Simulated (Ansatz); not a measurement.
Mulliken charges of C2H3F2N (`F/C=N\CF`) from r2SCAN/def2-TZVPP in Ansatz (PBE0-D4/def2-TZVP geometry).

```
atom   x (Å)   y (Å)   z (Å)  charge (e)
  F1  -1.098   1.597  -0.144      -0.169
  C2  -0.739   0.730   0.806       0.201
  N3   0.002  -0.254   0.669      -0.275
  C4   0.648  -0.708  -0.498       0.258
  F5   0.433   0.032  -1.641      -0.236
  H6  -1.191   0.993   1.759       0.100
  H7   0.310  -1.730  -0.698       0.061
  H8   1.726  -0.716  -0.308       0.061
```

Q: By hand: the dipole of these point charges (1 e Å = 4.8032 D).

A: Σ q r = (0.107, -0.293, 0.376) e Å, of length 0.489 e Å = 2.35 D.

Q: How does the dipole of the full density compare? (An estimate is asked.)

A: Computed: (0.029, -0.145, 0.270) e Å, 1.48 D; the point charges give 1.59 times that, at 12° from its direction.

Point charges leave out the atoms' own dipoles, such as those of lone pairs, and Mulliken's split depends on the basis, so the two needn't agree.
